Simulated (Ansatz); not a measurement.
Process, species as SMILES: [SH] (SH) → H atom + S atom
B3LYP-D3(BJ)/def2-TZVP geometries, fixed; electronic energies without zero-point terms.
Largest species:
```
S
H 1 1.3473
```
Charge 0, spin multiplicity 2.

Energies in hartree at PBE with Ansatz (a first-principles code); the atomisation energy is their sum with the coefficients shown, times 627.509 kcal/mol a hartree. All functions are spherical. The program fits the integrals of some runs and decomposes those of others, by size. Open shells are unrestricted. No added dispersion term, no relativity.

```csv
species,coefficient,part,cc-pV(D+d)Z,cc-pV(T+d)Z,cc-pV(Q+d)Z
[SH] (SH),-1,PBE,-398.56722,-398.58380,-398.58780
H atom,+1,PBE,-0.49863,-0.49962,-0.49985
S atom,+1,PBE,-397.93053,-397.94411,-397.94765
```

Task: Predict the atomisation energy in cc-pV(5+d)Z (X = 5): let each PBE step shrink by the ratio of the last two. Compare with the run.

Result: 
- [SH] (SH): steps -0.01658 and -0.00400, ratio 0.241, so PBE -398.58876 (run: -398.59144).
- H atom: steps -0.00099 and -0.00023, ratio 0.232, so PBE -0.49990 (run: -0.49997).
- S atom: steps -0.01358 and -0.00354, ratio 0.261, so PBE -397.94857 (run: -397.95111).
Predicted 88.0 kcal/mol; the run in cc-pV(5+d)Z gives 88.1, a miss of -0.1. Keeping the value in cc-pV(Q+d)Z, 88.0, would miss by -0.1.
